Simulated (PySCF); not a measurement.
Gas-phase reaction: 2 SiH₄ + 3 O₂ = 2 SiO(OH)₂ + 4 H

Computed with PySCF and rigid-rotor harmonic-oscillator thermochemistry at 1 bar. † marks an energy on the PBE0/def2-TZVP geometry and frequencies; other levels use their own. CCSD(T) freezes the core. Open shells (unrestricted): O₂ (multiplicity 3), H (multiplicity 2); the rest are closed-shell singlets. SiO(OH)₂: computed as isolated molecules; such fragments, hydroxides, amides, oligomers or adducts are transient or little studied in the gas. CCSD(T) isn't extrapolated to the basis-set limit.

```
level               ΔH°(298 K), kJ
------------------  --------------
BLYP/def2-TZVP†               -612
CCSD(T)/def2-SVP†             -538
PBE/def2-SVP                  -489
PBE0/def2-TZVP                 [?]
ωB97X-V/def2-TZVP†             [?]
```

Question: Complete the blanks.

Answer: 
- PBE0/def2-TZVP, ΔH°(298 K), kJ: -672
- ωB97X-V/def2-TZVP†, ΔH°(298 K), kJ: -655
